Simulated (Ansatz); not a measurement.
A nudged elastic band was laid between two geometries of ClH4NSi (7 atoms, charge 0, multiplicity 1).

Computed with Ansatz, RKS PBE/def2-SVP.

```json
{"movable images": "5", "climbing image": "yes", "spring": "5.0 eV/Å²", "optimiser": "quadratic models (default)", "start path": "through a guess of the saddle point", "force threshold": "0.05 eV/Å", "iteration limit": "60", "end points": "relaxed"}
```

First end point:

```xyz
7
Properties=species:S:1:pos:R:3
Si 0.390 -0.017 0.109
N 0.840 -0.152 1.773
H 0.108 -0.309 2.473
H 1.552 0.482 2.146
H 1.649 0.005 -0.702
Cl -0.683 1.716 -0.417
H -0.498 -1.177 -0.219
```

Last end point:

```xyz
7
Properties=species:S:1:pos:R:3
Si -0.043 -0.407 -0.500
N 1.119 -0.067 1.203
H 1.167 -0.870 1.849
H 0.691 0.734 1.696
H 2.082 0.202 0.957
Cl -0.483 1.736 -0.539
H -1.175 -0.782 0.496
```

Problem. What changes between the two ends?

Solution. Bonds broken: Si1–H5. Bonds formed: N2–H5.

Problem. Give the energies along the band, and the barrier.

Solution. The run converged. The highest image is number 3 of 0 to 6, 2.67 eV above the first end and 1.46 eV above the last; the last end lies 1.21 eV above the first. Neighbouring images differ by up to 1.3 eV, so the band resolves the path poorly. A vibrational analysis at the climbing image gives one clearly imaginary mode, 1342i cm⁻¹: a first-order saddle point. The orbitals stay closed-shell, which can raise the energy where a bond breaks towards radicals; this wasn't checked here.

```json
{"image": "0", "path coordinate (Å)": "0.00", "energy (eV)": "0.00", "Si1–H5 (Å)": "1.50", "N2–H5 (Å)": "2.61"}
{"image": "1", "path coordinate (Å)": "0.53", "energy (eV)": "0.33", "Si1–H5 (Å)": "1.49", "N2–H5 (Å)": "2.30"}
{"image": "2", "path coordinate (Å)": "1.05", "energy (eV)": "1.57", "Si1–H5 (Å)": "1.51", "N2–H5 (Å)": "1.88"}
{"image": "3", "path coordinate (Å)": "1.58", "energy (eV)": "2.67", "Si1–H5 (Å)": "1.65", "N2–H5 (Å)": "1.39"}
{"image": "4", "path coordinate (Å)": "2.51", "energy (eV)": "1.32", "Si1–H5 (Å)": "2.46", "N2–H5 (Å)": "1.03"}
{"image": "5", "path coordinate (Å)": "3.44", "energy (eV)": "1.23", "Si1–H5 (Å)": "2.69", "N2–H5 (Å)": "1.03"}
{"image": "6", "path coordinate (Å)": "4.37", "energy (eV)": "1.21", "Si1–H5 (Å)": "2.65", "N2–H5 (Å)": "1.03"}
```

Problem. What is the geometry of the highest image?

Solution. 
```xyz
7
Properties=species:S:1:pos:R:3
Si 0.310 0.112 -0.272
N 0.928 -0.066 1.514
H 0.490 -0.583 2.297
H 1.500 0.711 1.867
H 1.719 -0.399 0.423
Cl -0.929 1.825 -0.433
H -0.659 -1.052 -0.232
```

The run took 2.4 min on 1 thread of Arm Neoverse V1, on a shared host, peak memory 0.12 GiB.
